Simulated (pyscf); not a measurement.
7 gas-phase steps of one pattern: four-centre exchange on the singlet surface, Al–N + H–O or Al–P + H–O or As–In + H–O or B–N + H–O or Ga–N + H–O broken and Al–O + H–N or Al–O + H–P or As–H + In–O or B–O + H–N or Ga–O + H–N formed. Single points on ωB97X-D3(BJ)/def2-SVP structures (PySCF, gas phase). Electronic energies in kcal/mol, between the relaxed ends of the descent from the saddle (adducts or complexes of the species named), with the reactant end as zero; ΔE‡ and ΔE at ωB97X-D3(BJ)/def2-TZVP. Rows were drawn at random from the steps of this pattern with a verified saddle, stable references and a bound adduct at one end at least.

```csv
row,step,ΔE,ΔE‡
1,H₂O (SMILES O) + H₂N–Al(Cl)–Cl (SMILES [NH2][Al]([Cl])[Cl]) → HO–Al(Cl)–Cl (SMILES [OH][Al]([Cl])[Cl]) + NH₃ (SMILES N),-23.4,?
2,H₂O (SMILES O) + H₂N–B(F)–F (SMILES NB(F)F) -> HO–B(F)–F (SMILES OB(F)F) + NH₃ (SMILES N),-16.3,14.0
3,H₂N–Ga(NH₂)–NH₂ (SMILES [NH2][Ga]([NH2])[NH2]) + H₂O (SMILES O) → NH₃ (SMILES N) + H₂N–Ga(NH₂)–OH (SMILES [NH2][Ga]([NH2])[OH]),-15.4,6.3
4,H₂Al–PH₂ (SMILES [AlH2][PH2]) + H₂O (SMILES O) → PH₃ (SMILES P) + HO–AlH₂ (SMILES [OH][AlH2]),-13.0,15.8
5,H₂O (SMILES O) + H₂N–BH–OH (SMILES NBO) -> HO–BH–OH (SMILES OBO) + NH₃ (SMILES N),-7.6,22.0
6,H₂O (SMILES O) + H₂N–B(OH)–OH (SMILES NB(O)O) → HO–B(OH)–OH (SMILES OB(O)O) + NH₃ (SMILES N),-7.2,22.3
7,H₂As–InH₂ (SMILES [AsH2][InH2]) + H₂O (SMILES O) → AsH₃ (SMILES [AsH3]) + HO–InH₂ (SMILES [OH][InH2]),+12.8,28.5
```

Problem. Fit ΔE‡ = a + b·ΔE to the other rows and predict row 1.

Solution. Over the 6 complete rows the means are -7.8 (ΔE) and 18.2 (ΔE‡); least squares gives b = 0.61 and a = 22.9 kcal/mol, with residuals of 3.8 kcal/mol (root mean square; largest 7.2, row 3). For row 1: 22.9 + 0.61 × (-23.4) = 8.6 kcal/mol, an extrapolation. The computed barrier is 4.6 kcal/mol, 4.0 under the line. The scatter is large against the spread of the barriers, so the line says little here. Each barrier is that of the saddle found. Elements up to Kr have no core potential and no relativistic terms here. Elements past Kr carry the def2 core potentials, without spin-orbit coupling.
